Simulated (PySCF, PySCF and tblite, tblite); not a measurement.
**2-chloroacrylic acid (C3H3ClO2): a path driven as a shift of bonds, and NMR exchange**

The task here is to estimate one member of a computed series from the others.

Programs: PySCF 2.14.0 with density-fitted response routines of our own, and tblite 0.8.0. All values are computed, except where a source is named. Atoms count from 0 throughout.

## The molecule as given

9 atoms, charge 0, multiplicity 1; geometry from: force field or distance geometry start.

Bonds of the start (Å): C0–C1 1.33, C0–H6 1.09, C0–H7 1.08, C1–C3 1.49, C1–Cl2 1.71, C3–O4 1.23, C3–O5 1.34, O5–H8 0.99.

The first run:

Job settings and geometry (Å):

```
{"job": {"xc": "GFN2-xTB", "basis": "xTB", "kind": "relax"}, "charge": 0, "multiplicity": 1}
C     -1.553200    -0.191900     0.221100
C     -0.428700     0.434200    -0.129000
Cl    -0.450500     2.043500    -0.711100
C      0.870300    -0.273200     0.007700
O      1.020200    -1.423000     0.431100
O      1.927800     0.453300    -0.363000
H     -2.522500     0.308600     0.129900
H     -1.553200    -1.203000     0.603200
H      2.703400    -0.142500    -0.215100
```

Started as:

```console
OMP_NUM_THREADS=1 python ens_run.py task.json out
```

This one command runs the whole study; its stages follow in the order run.

Among the steps run: GFN2-xTB relaxation, start minimum; Relaxed scan, to the middle; Relaxed scan, from the middle, back; Relaxed scan, from the middle, on; Nudged elastic band, leg 1; Saddle search, leg 1; DFT refinement, start: PBE0-D3(BJ)/def2-SVP; Shieldings, start: PBE0/pcSseg-1; Shieldings, saddle of leg 1: PBE0/pcSseg-1; Shieldings, end: PBE0/pcSseg-1; Kinetics and line shapes; Shieldings, start: BP86/pcSseg-1; Single-point energy, saddle of leg 1: BP86/pcSseg-1; Shieldings, end: BP86/pcSseg-1; Second level: BP86/pcSseg-1 + D3(BJ); Shieldings, start: PBE/pcSseg-1; Single-point energy, saddle of leg 1: PBE/pcSseg-1; Shieldings, end: PBE/pcSseg-1; Second level: PBE/pcSseg-1 + D3(BJ).

One table of the session follows, with a row left open; its other results are not shown here.

Barriers by level (kcal/mol; entropies in cal/(mol K)). Zero-point and thermal terms come from xTB in every row. ΔG‡ leaves symmetry out; the rate counts one path; effective ΔG‡, where given, is the barrier that would give that rate by Eyring's equation alone:

| level | ΔE‡ | with zero-point | ΔH‡ | ΔG‡ (298 K) | ΔE of reaction |
| --- | --- | --- | --- | --- | --- |
| GFN2-xTB | 34.43 | 31.34 | 31.22 | 31.34 | 0.61 |
| PBE0-D3(BJ)/def2-SVP | 33.83 | 30.74 | 30.62 | 30.75 | 0.41 |
| PBE0/pcSseg-1 + D3(BJ) | 33.61 | 30.52 | 30.40 | 30.53 | 0.41 |
| PBE/pcSseg-1 + D3(BJ) | ? | ? | ? | ? | ? |

**Question.** Estimate the row for PBE/pcSseg-1 + D3(BJ).

The run gave: ΔE‡: 29.16; with zero-point: 26.07; ΔH‡: 25.95; ΔG‡ (298 K): 26.08; ΔE of reaction: 0.57. In the column «ΔE‡» it is the lowest.

Limits of these values: The moving atom is hydrogen and the barrier is narrow, so tunnelling, which is left out, should speed the exchange.
